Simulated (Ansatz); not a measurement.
Consider the hydrogenolysis of a C–O bond: `OCC=S` + H₂ → `CC=S` + H₂O.

Isolated molecules relaxed with PBE0-D4/def2-TZVP in Ansatz; ΔE leaves out vibrations. CCSD(T)/CBS is the MP2 limit (def2-TZVPP, def2-QZVPP) plus CCSD(T) − MP2 in def2-TZVPP, frozen cores. This one scheme is used for every species. DFT in def2-TZVPP. B3LYP here is the variant with VWN-RPA as its local correlation; programs differ in this. HSE06 is defined as in plane-wave codes. One conformer a species, not always the lowest.

`OCC=S`:

```xyz
8

O    -0.153    1.513   -0.038
C     0.114    0.272   -0.587
C     0.007   -0.873    0.353
S    -0.387   -0.725    1.906
H    -0.365    1.360    0.899
H     1.130    0.242   -1.017
H    -0.566    0.060   -1.430
H     0.219   -1.850   -0.086
```

H₂:

Z-matrix (Å, degrees):
```
H
H 1 0.746
```

`CC=S`:

Z-matrix (Å, degrees):
```
C
C 1 1.482
H 1 1.096 2 109.7
H 1 1.096 2 109.7 3 116.1
H 1 1.089 2 111.8 3 -122.0
S 2 1.608 1 126.2 3 122.0
H 2 1.094 1 114.7 3 -58.0
```

H₂O:

Z-matrix (Å, degrees):
```
O
H 1 0.960
H 1 0.960 2 105.1
```

```
             level  ΔE (kcal/mol)  difference from CCSD(T)/CBS
       LDA (SPW92)          -17.4                          7.2
            PBE-D4          -20.0                          4.6
         revPBE-D4          -19.4                          5.2
           BLYP-D4          -20.5                          4.1
         r2SCAN-D4          -20.9                          3.7
            B97M-V          -22.6                          2.0
           PBE0-D4          -22.1                          2.5
          B3LYP-D4          -22.2                          2.4
        r2SCAN0-D4          -22.5                          2.1
          HSE06-D4          -22.1                          2.5
      CAM-B3LYP-D4          -22.6                          2.0
           ωB97M-V          -22.7                          1.9
            B2PLYP          -23.7                          0.9
          PBE-QIDH          -23.6                          1.0
               PBE          -20.8                          3.8
            revPBE          -22.1                          2.5
              BLYP          -22.3                          2.3
            r2SCAN          -21.1                          3.5
             B3LYP          -23.5                          1.1
           r2SCANh          -21.8                          2.8
           r2SCAN0          -22.7                          1.9
             HSE06          -22.7                          1.9
             BHLYP          -24.9                         -0.3
         CAM-B3LYP          -23.3                          1.3
RPA@PBE/def2-TZVPP          -23.5                          1.1
       HF/def2-SVP          -25.6                         -1.0
      MP2/def2-SVP          -22.3                          2.3
     CCSD/def2-SVP          -23.1                          1.5
  CCSD(T)/def2-SVP          -22.1                          2.5
     HF/def2-TZVPP          -27.4                         -2.8
    MP2/def2-TZVPP          -24.0                          0.6
SCS-MP2/def2-TZVPP          -24.4                          0.2
   CCSD/def2-TZVPP          -25.0                         -0.4
CCSD(T)/def2-TZVPP          -23.8                          0.8
     HF/def2-QZVPP          -27.6                         -3.0
    MP2/def2-QZVPP          -24.5                          0.1
SCS-MP2/def2-QZVPP          -25.0                         -0.4
      HF/CBS(def2)          -27.7                         -3.1
     MP2/CBS(def2)          -24.8                         -0.2
    CCSD/CBS(def2)          -25.8                         -1.2
       CCSD(T)/CBS          -24.6                            0
```

Largest T1 diagnostic among the species: 0.016.

At CCSD(T), def2-SVP lies +2.5 kcal/mol from the extrapolated value and def2-TZVPP +0.8 kcal/mol. From r2SCAN to r2SCAN0 (25 % exact exchange), in def2-TZVPP and without D4, ΔE moves by −1.7 kcal/mol.
